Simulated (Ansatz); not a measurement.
Results of r²SCAN-D4 (Ansatz, a first-principles code, plane waves, PAW) for bcc Mo.

Input file:

Ansatz 0.2 input:
```yaml
crystal:
  lattice:
    - [-1.5721437472, 1.5721437472, 1.5721437472]
    - [1.5721437472, -1.5721437472, 1.5721437472]
    - [1.5721437472, 1.5721437472, -1.5721437472]
  atoms:
    - { symbol: Mo, position: [0.0, 0.0, 0.0] }
basis:
  ecutwfc: 560
  ecutrho_ratio: 4
  xc_grid: 3
kpoints:
  mp_grid: { grid: [24, 24, 24] }
hamiltonian:
  xc: r2scan
  dispersion: d4
  pseudopotentials: { kind: paw }
scf:
  occupations: { method: fermi_dirac, width: 0.05 }
  convergence: { dr2_threshold: 0.0000000001 }
output:
  forces: false
  stress: true
  eigenvalues: true
```

From the output:

```
Crystal: 1 atoms, lattice volume = 15.543 Å³
Basis set: ecut = 560 eV, 459 PW (Γ), exchange–correlation on 72×72×72 points (27 copies of the dense FFT grid, shifted against one another)
Bands: 11, of which v1, the nominal top of the filled ones, is band 7 counted from 1 (6 counted from 0)
Symmetry: 48 space group operations
Space group: Im-3m (ITA 229), of the structure as read, at distance tolerance 2.5e-5 Å
k-points: 413 of 13824
Functional: x = r2scan, c = r2scan; τ floored in thin density (d = 2e-4 eV/Å³)
SCF iter   1: F=—  HF=-4967.800083 eV  |F-HF|=—  |Δ(HF+E_count)|=         —  Δρ=9.76e-3  dr2=1.14e-2  dr2_τ=1.87e-2
SCF iter   2: F=—  HF=-4967.799450 eV  |F-HF|=—  |Δ(HF+E_count)|=   6.33e-4  Δρ=3.28e-3  dr2=2.97e-4  dr2_τ=4.89e-4
  ...
SCF iter   6: F=—  HF=-4967.799758 eV  |F-HF|=—  |Δ(HF+E_count)|=  8.19e-11  Δρ=1.21e-6  dr2=1.33e-10  dr2_τ=9.57e-12
SCF iter   7: F=-4967.799758 eV  HF=-4967.799758 eV  |F-HF|=0.00e0  |Δ(HF+E_count)|=  3.64e-12  Δρ=5.06e-8  dr2=1.39e-13  dr2_τ=2.90e-13
SCF 1 converged in 7 iterations: F = -4967.799758 eV  dr2 = 1.39e-13
SCF converged after 7 iterations
Free energy (F): -4967.799758 eV
Internal energy: -4967.794339 eV  (E = F + TS)
E sigma→0 (E₀):  -4967.797049 eV
Fermi energy:    21.248169 eV
--- Stress (GPa, compression-positive) ---
        0.000872      -0.000000      -0.000000
       -0.000000       0.000872      -0.000000
       -0.000000      -0.000000       0.000872
  P = ⅓ Tr σ = 0.0009 GPa (0.009 kbar)
```

The PAW data were made under PBE.

Computing time: about 13 core-seconds (a rough figure).
